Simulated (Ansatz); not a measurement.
Ansatz (a program for electronic structure) input (PBE0/cc-pVTZ): A basis named .json is the Basis Set Exchange file of that set (core-valence sets with the plain set on hydrogen).

Ansatz 0.2 input:
```yaml
crystal:
  periodic: [false, false, false]
  atoms:
    - {symbol: O, position_ang: [-0.00091616, -0.01015443, 0.67280603]}
    - {symbol: C, position_ang: [0.00071614, 0.00793741, -0.52591197]}
    - {symbol: H, position_ang: [-0.00265489, 0.95544190, -1.09932737]}
    - {symbol: H, position_ang: [0.00568738, -0.92183092, -1.12764904]}
basis:
  gaussian:
    orbitals: cc-pVTZ
    fitting: {mean_field: cc-pVTZ-JKFIT.json}
hamiltonian:
  xc: {name: PBE0}
magnetization: {spin_polarized: false}
```

Output:

```
Functional definition: PBE0
integrals: 0.01 GiB planned
218 factors; integrals over basis functions are off by at most 7.1e-1 eV
mean field: 0.15 GiB planned
mean field evaluation 1: about -3110.8737 eV, gradient 3.8e1 eV
mean field evaluation 2: about -3106.4161 eV, gradient 6.3e1 eV
mean field evaluation 4: about -3113.3481 eV, gradient 1.7e0 eV
mean field evaluation 8: about -3113.3534 eV, gradient 1.0e-2 eV
mean field -3113.35344653 eV, -114.4136288534 hartree, gradient 1.5e-5 eV, S^2 0.000000; 0 other end points of the search recorded, 0 dependent functions left out
reference -3113.35346566 eV, -114.4136295561 hartree; 8, 8 occupied and 80, 80 virtual orbitals, 218 factors
Total energy: -3113.35346566 eV, -114.4136295561 hartree
```
